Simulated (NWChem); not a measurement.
Species: BeH cation; SMILES [BeH+]

```xyz
2

Be     0.0000     0.0000     0.2519
H      0.0000     0.0000    -1.0905
```
Atoms are numbered in this order, from 1.

Level: PBE-D3(BJ)/def2-SVP (NWChem), optimised geometry, unscaled harmonic frequencies. 

```
frequency (cm⁻¹)  IR intensity (km/mol)
----------------  ---------------------
2094                               67.8
```

| Property | Result |
|---|---|
| zero-point energy | 3.0 kcal/mol |
| thermal correction to the enthalpy at 298.15 K (with zero-point energy) | 5.1 kcal/mol |
| heat capacity Cv | 5.0 cal/(mol K) |
| entropy at 298.15 K and 1 atm (symmetry number 1) | 40.8 cal/(mol K) |

Rigid rotor and harmonic oscillator.
